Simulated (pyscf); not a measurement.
This saddle point was located with ωB97X-D3(BJ)/def2-SVP in PySCF.

```xyz
7

F     -0.1638     0.9140     1.1583
In    -1.5385    -0.2223     0.0653
F     -1.2596    -2.1132     0.4148
F     -3.2591     0.6575    -0.0880
S      0.3125     0.5793    -1.4931
H      0.4214     0.9927    -0.0263
H      1.0019    -0.5696    -1.3263
```

Surface: singlet, charge 0. Lowest wavenumbers (cm⁻¹): 676i, 74, 110, 125, 155.

### Question
Name the species on either side of this saddle.

### Answer
F–In(F)–F + H₂S ⇌ HF + F–In(F)–SH, a four-centre exchange read from left to right: F–In, H–S broken and F–H, In–S formed. At ωB97M-D3(BJ)/def2-TZVP it lies -11.2 kcal/mol from the left side and +0.1 kcal/mol from the right (each side as separated species at their lowest minima found). On the reactant side the descent ends in an adduct with a In–S contact, 24.4 kcal/mol under the separated species and 8.2 kcal/mol under the saddle at ωB97X-D3(BJ)/def2-TZVP. On the product side the descent ends in an adduct with a F–In contact, 10.8 kcal/mol under the separated species and 9.4 kcal/mol under the saddle at ωB97X-D3(BJ)/def2-TZVP. At ωB97M-D3(BJ) the saddle lies under the separated reactants, which points to a path from their complex (located at ωB97X-D3(BJ) alone). What is counted as formed (In–S) is already present as a longer contact in the reactant adduct; forming that adduct is a step of its own. What is counted as broken (F–In) persists as a longer contact in the product adduct; parting that adduct is a step of its own. At ωB97X-D3(BJ) the barrier from the zero used here is -16.3 kcal/mol. This is the saddle that the search found; another between the same sides may lie lower. Elements past Kr carry the def2 core potentials, without spin-orbit coupling.
